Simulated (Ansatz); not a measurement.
in.yaml

```yaml
crystal:
  periodic: [false, false, false]
  atoms:
    - {symbol: Si, position_ang: [0.000000, 0.000000, 0.000000]}
    - {symbol: N, position_ang: [0.000000, 0.000000, 1.557600]}
basis:
  gaussian: {orbitals: def2-mTZVP}
total_charge: 1
magnetization: {spin_polarized: false, initial_magnetization: 2}
correlation: {method: sc_nevpt2, electrons: valence, active_space: {window: {electrons: 4, orbitals: 7}}}
```

```sh
$ ansatz run in.yaml --threads 1 --pin off --events-out ev --progress --plain --max-ram 2393MiB
```

Log:

```
336 factors; integrals over basis functions are off by at most 1.1e-3 eV
mean field evaluation 1: about -9323.7587 eV, gradient 4.9e1 eV
mean field evaluation 2: about -9323.7615 eV, gradient 4.9e1 eV
mean field evaluation 4: about -9331.0035 eV, gradient 8.1e0 eV
mean field evaluation 8: about -9332.2003 eV, gradient 2.5e0 eV
mean field evaluation 16: about -9332.3342 eV, gradient 7.7e-6 eV
mean field evaluation 32: about -9332.5222 eV, gradient 5.6e-4 eV
mean field evaluation 64: about -9332.3342 eV, gradient 2.4e-3 eV
mean field evaluation 96: about -9332.4582 eV, gradient 3.4e-1 eV
mean field evaluation 128: about -9331.4695 eV, gradient 7.6e0 eV
mean field evaluation 160: about -9332.3332 eV, gradient 1.7e-1 eV
mean field evaluation 192: about -9332.3342 eV, gradient 1.6e-6 eV
mean field -9332.52216315 eV, -342.9638636852 hartree, gradient 1.2e-6 eV, S^2 2.000000; 12 other end points of the search recorded, 0 dependent functions left out
reference -9332.52216315 eV, -342.9638636852 hartree; 11, 9 occupied and 30, 32 virtual orbitals, 336 factors
state -9333.75284049 eV, -343.0090902431 hartree
state -9333.75284049 eV, -343.0090902431 hartree; corrected -9336.70882565 eV, -343.1177206940 hartree
state -9333.66787375 eV, -343.0059677729 hartree
state -9333.66787375 eV, -343.0059677729 hartree; corrected -9337.08560402 eV, -343.1315670437 hartree
state -9333.66787375 eV, -343.0059677729 hartree; corrected -9337.08560402 eV, -343.1315670437 hartree
state -9333.68047704 eV, -343.0064309355 hartree
state -9333.68047704 eV, -343.0064309355 hartree; corrected -9337.29864080 eV, -343.1393960011 hartree
state -9333.68047704 eV, -343.0064309355 hartree; corrected -9337.29864080 eV, -343.1393960011 hartree
the orbitals are reached from a further start. From the first start the search ends at -9333.66753085 eV, -343.0059551718 hartree
WARN: the results are in doubt because another end's mean lies 0.072 eV lower, and its corrected mean 0.590 eV higher
Total energy: -9337.29864080 eV, -343.1393960011 hartree
In doubt: another end's mean lies 0.072 eV lower, and its corrected mean 0.590 eV higher
```

Ran on 1 thread of Arm Neoverse V1, shared host: 8 s wall, 0.08 GiB peak host memory.
